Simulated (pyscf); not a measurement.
Structures and frequencies: ωB97X-D3(BJ)/def2-SVP in PySCF. Correlated levels are frozen-core, on RHF or UHF. ΔMP2 is the change of the MP2 total energy from the triple- to the quadruple-zeta basis.

Problem. Estimate the classical barrier height and the reaction energy of O=SiH–Cl + water (H₂O) → O=SiH–OH + hydrogen chloride (HCl) at CCSD(T)/def2-TZVPP + ΔMP2(QZVPP). The step runs on the singlet surface, breaks Cl–Si, H–O and forms O–Si, Cl–H; take the separated reactants as zero.

Solution. ΔE‡ = 1.4 kcal/mol, ΔE = -6.1 kcal/mol. Zero-point energy shifts the barrier by -0.3 kcal/mol. It is a four-centre exchange, with an imaginary mode of 807i cm⁻¹. On the reactant side the descent ends in an adduct with a O–Si contact, 24.2 kcal/mol under the separated species and 23.1 kcal/mol under the saddle at ωB97X-D3(BJ)/def2-TZVP. On the product side the descent ends in a complex, 5.0 kcal/mol under the separated species and 9.1 kcal/mol under the saddle at ωB97X-D3(BJ)/def2-TZVP. What is counted as formed (O–Si) is already present as a longer contact in the reactant adduct; forming that adduct is a step of its own. At ωB97X-D3(BJ) the barrier from the zero used here is -1.1 kcal/mol. O=SiH–Cl lies 15.5 kcal/mol over its isomer HO–Si:–Cl [singlet] (electronic energy, ωB97M-D3(BJ)). O=SiH–OH lies 9.8 kcal/mol over its isomer HO–Si:–OH [singlet] (electronic energy, ωB97M-D3(BJ)). One saddle was located; it need not be the lowest between these sides. The CCSD(T) − MP2 part came from Ansatz, without density fitting, on the same reference.
